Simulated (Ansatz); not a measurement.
AlO⁺, triplet: the ladder up to full CI

Geometry: a point of a stretch scan, not a stationary point.

```yaml
atoms:
  - { symbol: Al, position_ang: [0.0000, 0.0000, 0.0000] }
  - { symbol: O, position_ang: [0.0000, 0.0000, 5.8690] }
```

Basis cc-pVDZ; Ansatz 0.2.0. Only valence electrons are correlated (noble-gas cores frozen), which leaves 8 electrons in 26 orbitals. R marks a restricted (for open shells ROHF) determinant, U an unrestricted one. Active spaces: pair = (4e, 4o) about the gap; valence = (8e, 8o) chosen from the atoms' valence shells.

Full CI is exact within this basis and frozen core; it isn't the basis-set limit. The frozen core follows each run's orbitals, which can shift R against U totals by a few meV.

For open shells CISD is restricted-active-space CI with the open shells as a complete middle space.

* UHF ⟨S²⟩: 2.004
* T1 diagnostic (RCCSD): 0.0103
* largest doubles amplitude (RCCSD): 0.114
* T1 diagnostic (UCCSD): 0.0047

```
                   level  E − E(full CI) (kJ/mol)  share of correlation (%)    wall time
                     RHF                    422.9                      0.00            –
                     UHF                    410.7                      2.90            –
                    RMP2                     77.3                     81.71            –
                    UMP2                     77.3                     81.73            –
                    CISD                     24.7                     94.16       0.91 s
                   RCCSD                      2.5                     99.41            –
                   UCCSD                      2.3                     99.46            –
                RCCSD(T)                      0.5                     99.89        1.8 s
                UCCSD(T)                      0.3                     99.93        1.7 s
                 BCCD(T)                      0.4                     99.89        1.7 s
                  RCCSDT                      0.1                     99.97            –
                  UCCSDT                      0.0                    100.00            –
               RCCSDT(Q)                      0.0                    100.01        5.5 s
               UCCSDT(Q)                     -0.2                    100.04        4.6 s
                 RCCSDTQ                     -0.1                    100.01  56 s (H100)
                 UCCSDTQ                     -0.2                    100.05  33 s (H100)
     CASSCF (pair space)                    385.0                      8.96            –
     NEVPT2 (pair space)                     75.3                     82.20        1.3 s
     MRCISD (pair space)                     20.1                     95.25            –
   MRCISD+Q (pair space)                     -0.4                    100.10        1.6 s
  CASSCF (valence space)                    325.8                     22.97            –
  NEVPT2 (valence space)                     65.9                     84.41          2 s
  MRCISD (valence space)                      8.2                     98.05            –
MRCISD+Q (valence space)                     -1.6                    100.38        2.6 s
```

The correlation energy at full CI, counted from RHF, is -4.383 eV. That run took 31 s on 2 threads of AMD EPYC 7R13 with a shared H100 80 GB, shared host over 55,868,912 determinants.

Times hold each run's SCF and search for its determinant on a shared host, so for small cases they say little of a method's own cost; rows without a card ran on 1 thread of AMD EPYC 7R13.

More than 5 meV below full CI, which no variational method can be: MRCISD+Q (valence space).

The full-CI state has the irrep A2 of C2v, in the program's axes (one component, if the state is degenerate).

Natural occupations of full CI about the gap: 1.981 1.976 1.887 0.995 0.995 0.037 0.037 0.037 0.015 0.008; effectively unpaired electrons, Σ n²(2−n)², 2.07.
